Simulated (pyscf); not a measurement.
Thermochemistry of product channels of F–N(F)–F + silyl (SiH₃•) on the doublet surface, in eV, from CCSD(T)/def2-TZVPP + ΔMP2(QZVPP) energies (ideal gas, 1 atm, RRHO with modes under 100 cm⁻¹ raised to 100, one conformer, R ln 2 for chiral ones without a mode under 150 cm⁻¹). Structures and frequencies: ωB97X-D3(BJ)/def2-SVP in PySCF. Correlated levels are frozen-core, on RHF or UHF. ΔMP2 is the change of the MP2 total energy from the triple- to the quadruple-zeta basis.

```tsv
products	ΔE	ΔH(298 K)	ΔG(900 K)	ΔG(1200 K)
hydrogen fluoride (HF) + F–N(F)–SiH₂•	-2.07	-2.01	-2.15	-2.22
F–SiH₂• + F–NH–F	-3.27	-3.13	-3.35	-3.40
```

These are energies of the channels, which say nothing of barriers. F–N(F)–SiH₂• lies 8.59 eV over its isomer H₂N–Si•(F)–F (electronic energy, ωB97M-D3(BJ)/def2-TZVP). The CCSD(T) − MP2 part came from Ansatz, without density fitting, on the same reference.
